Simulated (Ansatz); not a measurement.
We consider rock-salt MgS, described by PBE (Ansatz, a program for electronic structure, plane waves, PAW).

The same calculation (at the measured cell, 17.609 Å³/atom) with different numerical settings:

```
run    k mesh  gap on the mesh (eV)  total energy (eV/atom)
---  --------  --------------------  ----------------------
1       4×4×4                 2.765              -1414.3498
2       6×6×6                 2.788              -1414.3723
3       8×8×8                 2.790              -1414.3736
4    12×12×12                 2.790              -1414.3737
5    16×16×16                 2.790              -1414.3737
6    20×20×20                 2.790              -1414.3737
```

In the column total energy (eV/atom) the first row differs from the last by +0.0239 and the next to last by 0.0000.

The last row is no converged limit: other settings stay fixed.
